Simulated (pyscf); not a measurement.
Thermochemistry of product channels of H₃C–Al(CH₃)–NH₂ + H• on the doublet surface, in kJ/mol, from ωB97M-D3(BJ)/def2-TZVP energies (ideal gas, 1 atm, RRHO with modes under 100 cm⁻¹ raised to 100, one conformer, R ln 2 for chiral ones without a mode under 150 cm⁻¹). Single points on ωB97X-D3(BJ)/def2-SVP structures (PySCF, gas phase).

| products | ΔE | ΔH(298 K) | ΔG(298 K) | ΔG(600 K) |
|---|---|---|---|---|
| [H₃C–Al(CH₃)–NH]• + H₂ | +53.0 | +46.6 | +39.3 | +31.5 |
| CH₄ + [H₃C–Al–NH₂]• | -96.8 | -77.3 | -87.2 | -94.4 |

These are energies of the channels, which say nothing of barriers.
